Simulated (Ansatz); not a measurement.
C6H14O (`CCOC(C)(C)C`), relaxed with RKS PBE-D4/def2-SVP in Ansatz 0.2.0 from a rough embedded geometry. The force threshold is 0.03 eV/Å; the program also tests the step.

The species carries charge 0 and has multiplicity 1.

Start:

```xyz
21

C    -2.508   -0.761   -1.399
C    -1.400   -0.761   -0.296
O    -0.364    0.132   -0.708
C     0.659    0.360    0.253
C     1.492   -0.969    0.409
C     1.633    1.362   -0.474
C     0.238    0.936    1.565
H    -2.036   -1.110   -2.302
H    -2.859    0.235   -1.526
H    -3.253   -1.466   -1.122
H    -1.852   -0.416    0.638
H    -0.992   -1.743   -0.143
H     1.789   -1.459   -0.547
H     0.960   -1.681    0.990
H     2.434   -0.767    0.945
H     2.532    1.606    0.144
H     1.090    2.299   -0.647
H     1.977    1.002   -1.455
H    -0.325    0.206    2.121
H    -0.343    1.790    1.394
H     1.127    1.205    2.160
```

```
step  energy (eV)  largest force (eV/Å)  largest move (Å)
   1   -8479.9990                 3.703             0.000
   2   -8480.4279                 1.031             0.078
   3   -8480.4462                 1.265             0.110
   4   -8480.4927                 0.095             0.107
   5   -8480.4948                 0.039             0.018
   6   -8480.4952                 0.006             0.012
```

End:

```xyz
21

C    -2.446   -0.750   -1.391
C    -1.394   -0.757   -0.294
O    -0.375    0.150   -0.670
C     0.736    0.344    0.227
C     1.513   -0.967    0.439
C     1.612    1.364   -0.509
C     0.265    0.923    1.572
H    -2.000   -1.057   -2.358
H    -2.866    0.268   -1.518
H    -3.274   -1.446   -1.148
H    -1.860   -0.470    0.680
H    -0.992   -1.792   -0.162
H     1.793   -1.409   -0.538
H     0.920   -1.715    1.003
H     2.442   -0.781    1.015
H     2.517    1.613    0.079
H     1.038    2.294   -0.691
H     1.925    0.958   -1.491
H    -0.337    0.195    2.152
H    -0.351    1.829    1.403
H     1.134    1.205    2.200
```

Run time 31 s (2 threads of an AMD EPYC 7R13 on a shared host); peak host memory 0.3 GiB.
